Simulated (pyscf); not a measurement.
7 gas-phase steps of one pattern: four-centre exchange on the singlet surface, Al–H + H–P or As–H + Ga–H or Ga–H + H–P or H–In + H–Sb broken and Al–P + H–H or As–Ga + H–H or Ga–P + H–H or H–H + In–Sb formed. Single points on ωB97X-D3(BJ)/def2-SVP structures (PySCF, gas phase). Electronic energies in eV, from the separated reactants; ΔE‡ and ΔE at ωB97M-D3(BJ)/def2-TZVP. Rows were drawn at random from the steps of this pattern with a verified saddle, stable references and no exit in the data more than 5 kcal/mol lower.

```
row                                             step     ΔE   ΔE‡
---  -----------------------------------------------  -----  ----
1                      SbH₃ + InH₃ -> H₂In–SbH₂ + H₂  -0.61  0.92
2    H₃Si–AsH–SiH₃ + GaH₃ -> H₃Si–As(SiH₃)–GaH₂ + H₂  -0.58     ?
3              H₃Si–AsH₂ + GaH₃ → H₃Si–AsH–GaH₂ + H₂  -0.49  0.78
4      H₃Si–PH–SiH₃ + GaH₃ -> H₃Si–P(SiH₃)–GaH₂ + H₂  -0.45  0.79
5              H₂Ga–AsH₂ + AsH₃ → H₂As–GaH–AsH₂ + H₂  -0.41  0.98
6                H₂P–GeH₃ + GaH₃ → H₂Ga–PH–GeH₃ + H₂  -0.33  0.97
7                  H₂Al–PH₂ + PH₃ → H₂P–AlH–PH₂ + H₂  -0.28  0.87
```

### Question
Fit ΔE‡ = a + b·ΔE to the other rows and predict row 2.

### Answer
Over the 6 complete rows the means are -0.43 (ΔE) and 0.89 (ΔE‡); least squares gives b = 0.15 and a = 0.95 eV, with residuals of 0.08 eV (root mean square; largest 0.10, row 3). For row 2: 0.95 + 0.15 × (-0.58) = 0.86 eV. The computed barrier is 0.67 eV, 0.19 under the line. The scatter is large against the spread of the barriers, so the line says little here. Each barrier is that of the saddle found. Elements up to Kr have no core potential and no relativistic terms here. Elements past Kr carry the def2 core potentials, without spin-orbit coupling.
